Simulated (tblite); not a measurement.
Species: C4H12N2.
Numbering: `[CH3:1][NH:2][C@@H:3]([CH3:4])[CH2:5][NH2:6]` (hydrogens: H7, H8, H9 on C1; H10 on N2; H11 on C3; H12, H13, H14 on C4; H15, H16 on C5; H17, H18 on N6)

Computed with GFN2-xTB (tblite), gas phase: Langevin dynamics at 300 K from the optimised GFN2-xTB geometry, time step 0.5 fs, friction 0.01 fs⁻¹, 2000 steps.

Start geometry:
```
atom  x, y, z in Å
C1      2.070   -0.282    0.683
N2      0.908   -0.505   -0.151
C3     -0.266    0.285    0.189
C4     -0.172    1.755   -0.236
C5     -1.484   -0.391   -0.454
N6     -1.677   -1.696    0.153
H7      2.468    0.743    0.644
H8      1.805   -0.507    1.716
H9      2.857   -0.967    0.371
H10     1.148   -0.354   -1.127
H11    -0.387    0.223    1.275
H12     0.695    2.230    0.217
H13    -0.084    1.829   -1.319
H14    -1.061    2.297    0.077
H15    -2.381    0.208   -0.268
H16    -1.324   -0.434   -1.546
H17    -0.785   -2.182    0.149
H18    -2.340   -2.245   -0.384
```

The statistics below take the 31 frames saved every 25 fs from 250 to 1000 fs; their kinetic temperature (all 3N coordinates) averages 320 K.

Q: How do the bond lengths spread?

A: 
```
  bond  start (Å)  mean (Å)  standard deviation (Å)  shortest (Å)  longest (Å)
 C1–N2      1.447     1.448                   0.031         1.390        1.512
 N2–C3      1.456     1.458                   0.033         1.395        1.530
 C3–C4      1.532     1.545                   0.048         1.461        1.679
 C3–C5      1.533     1.538                   0.037         1.467        1.602
 C5–N6      1.453     1.459                   0.033         1.409        1.529
 C1–H7      1.100     1.108                   0.026         1.055        1.160
 C1–H8      1.090     1.094                   0.021         1.047        1.135
 C1–H9      1.089     1.094                   0.032         1.036        1.162
N2–H10      1.017     1.018                   0.022         0.971        1.054
C3–H11      1.095     1.102                   0.028         1.048        1.161
C4–H12      1.088     1.090                   0.024         1.030        1.145
C4–H13      1.089     1.099                   0.036         1.032        1.169
C4–H14      1.087     1.089                   0.026         1.030        1.136
C5–H15      1.094     1.097                   0.025         1.049        1.144
C5–H16      1.105     1.106                   0.027         1.057        1.161
N6–H17      1.016     1.018                   0.040         0.957        1.085
N6–H18      1.014     1.019                   0.036         0.959        1.075
```

Q: Follow the torsions C1–N2–C3–C4 and N2–C3–C5–N6 through every second one of these frames.

A: 
| t (fs) | C1–N2–C3–C4 (°) | N2–C3–C5–N6 (°) |
| --- | --- | --- |
| 250 | 80 | 59 |
| 300 | 77 | 64 |
| 350 | 87 | 70 |
| 400 | 108 | 59 |
| 450 | 107 | 61 |
| 500 | 97 | 75 |
| 550 | 94 | 71 |
| 600 | 86 | 58 |
| 650 | 75 | 50 |
| 700 | 54 | 60 |
| 750 | 70 | 62 |
| 800 | 70 | 59 |
| 850 | 77 | 59 |
| 900 | 74 | 52 |
| 950 | 83 | 58 |
| 1000 | 102 | 53 |

Largest departure from the start value over all these frames: C1–N2–C3–C4 41° (start 75°), N2–C3–C5–N6 15° (start 65°).

The run is classical and short, so these are rough statistics of one trajectory.

What follows is the cost of the whole dynamics run. Hardware: an Intel Xeon at 2.60 GHz with one thread, shared host with 128 logical CPUs at a one-minute load of 14. Cost: 9.9 s, 0.18 GiB resident at most.
